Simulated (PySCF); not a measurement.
Molecule: SMILES C[C@@H]1S[C@@H]1F, C3H5FS.

Cartesian coordinates in Å; atom numbers follow the order of the lines, from 1:
```xyz
10

C     1.2145   -0.0276    0.2326
C    -0.0295    0.3156   -0.5369
S    -1.1382    1.6223    0.1111
C    -1.3398   -0.1560   -0.0493
F    -1.3559   -0.8997    1.0761
H     1.5846   -1.0192   -0.0762
H     1.0113   -0.0511    1.3109
H     2.0081    0.7078    0.0397
H     0.0893    0.3532   -1.6271
H    -2.1056   -0.4985   -0.7552
```

Geometry PBE0-D3(BJ)/def2-SVP throughout; GIAO in PySCF 2.14, gas phase, one conformer, non-relativistic; equivalent atoms averaged; functional PBE0.

(1) How do the shifts δ (against TMS, CS2, CFCl3 at the same level) depend on the basis set? (ppm; last column core-seconds on shared hosts with different chips, so compare them loosely)

(2) Which nucleus moves most, in ppm?

(3) Taking the largest basis, pcSseg-2 (257 functions), as the yardstick, rank the others by their worst heavy-atom deviation.

## Answers

(1) 
| basis set | functions | C4 | C2 | C1 | S3 | F5 | H10 | H9 | H6/H7/H8 | core-s |
| --- | --- | --- | --- | --- | --- | --- | --- | --- | --- | --- |
| STO-3G | 34 | 67.5 | 29.5 | 19.6 | -120.1 | -128.7 | 2.87 | 1.01 | 0.98 | 1.8 |
| 6-31G | 59 | 83.7 | 33.8 | 17.5 | -122.8 | -208.9 | 5.77 | 2.94 | 1.68 | 3.6 |
| pcSseg-0 | 59 | 92.1 | 34.9 | 18.8 | -143.2 | -222.8 | 5.48 | 2.52 | 1.61 | 3.6 |
| 6-31G* | 84 | 83.5 | 33.3 | 17.1 | -121.8 | -191.2 | 5.81 | 2.71 | 1.48 | 4.8 |
| def2-SVP | 99 | 84.7 | 33.8 | 15.8 | -117.5 | -183.2 | 5.40 | 2.38 | 1.32 | 5.2 |
| cc-pVDZ | 99 | 85.6 | 37.0 | 17.6 | -133.9 | -190.0 | 5.60 | 2.46 | 1.41 | 6.4 |
| pcSseg-1 | 117 | 88.5 | 36.5 | 17.8 | -136.8 | -206.1 | 5.81 | 2.60 | 1.53 | 6.9 |
| aug-cc-pVDZ | 164 | 84.9 | 37.3 | 17.0 | -117.7 | -194.6 | 5.95 | 2.83 | 1.58 | 12 |
| 6-311+G(2d,p) | 173 | 87.8 | 37.3 | 16.8 | -118.8 | -208.6 | 5.93 | 2.78 | 1.50 | 12 |
| def2-TZVP | 191 | 88.8 | 37.3 | 17.6 | -126.4 | -205.8 | 5.87 | 2.73 | 1.46 | 14 |
| cc-pVTZ | 224 | 88.4 | 36.9 | 17.4 | -127.3 | -202.4 | 5.85 | 2.70 | 1.48 | 19 |
| IGLO-III | 234 | 90.2 | 37.8 | 17.8 | -110.3 | -208.6 | 5.96 | 2.78 | 1.51 | 19 |
| pcSseg-2 | 257 | 91.5 | 38.5 | 18.1 | -123.2 | -207.3 | 5.93 | 2.76 | 1.51 | 29 |

(2) F5 (fluorine on an sp3 carbon): from -222.8 ppm with pcSseg-0 to -128.7 ppm with STO-3G. The smallest spread is 0.70 ppm, at H6/H7/H8. Proton shifts span only some 12 ppm, so a few tenths of a ppm matter as much there as several ppm in carbon.

(3) def2-TZVP 3.2 ppm (191 functions), 6-311+G(2d,p) 4.4 ppm (173 functions), cc-pVTZ 4.9 ppm (224 functions), 6-31G 7.8 ppm (59 functions), aug-cc-pVDZ 12.7 ppm (164 functions), IGLO-III 12.8 ppm (234 functions), pcSseg-1 13.6 ppm (117 functions), 6-31G* 16.1 ppm (84 functions), cc-pVDZ 17.3 ppm (99 functions), pcSseg-0 20.0 ppm (59 functions), def2-SVP 24.1 ppm (99 functions), STO-3G 78.6 ppm (34 functions).

A small basis that lands close on one nucleus may do so by chance; judge by the trend and by all nuclei.
